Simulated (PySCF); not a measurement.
# CS₂: PBE0 against B3LYP

Base calculation in PySCF with density fitting and no spin–orbit coupling, PBE0/def2-TZVP (no relativity): singlet, D∞h, C–S 1.548 Å (×2); wavenumbers 413 (×2), 693, 1595 cm⁻¹; gap between the highest occupied and lowest empty levels 5.86 eV, polar-tensor charge of C 0.80 e, atomisation energy (no zero-point energy) 1190 kJ/mol.

Question: What changes on going to B3LYP/def2-TZVP (no relativity)?

Answer: The point group stays the same. Changes: mean bond to C +0.005 Å, highest wavenumber -34 cm⁻¹, lowest wavenumber -5 cm⁻¹, gap between the highest occupied and lowest empty levels -0.44 eV, polar-tensor charge of C -0.05 e, atomisation energy (no zero-point energy) -30 kJ/mol. The new structure has C–S 1.553 Å (×2), with wavenumbers 408 (×2), 678, 1561 cm⁻¹.

Only the bonding shown was studied: isomers, or loss of a ligand pair, can lie lower.
